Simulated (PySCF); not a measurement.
Computed with PBE0-D4/def2-TZVP (PySCF). Isolated molecules, 0 K electronic values unless said otherwise. One relaxed conformer stands for a flexible species; it need not be the lowest. 

Reference species (SMILES): `[NH2]` (neutral, multiplicity 2).

The highest occupied spin orbital comes out as -8.67 eV.

Changed species: `N[C](S)S` (radical fragment; the reference has radical fragment).

Question: What does the change do to the highest occupied spin orbital?

Answer: the highest occupied spin orbital goes up by 4.07 eV, to -4.60 eV.
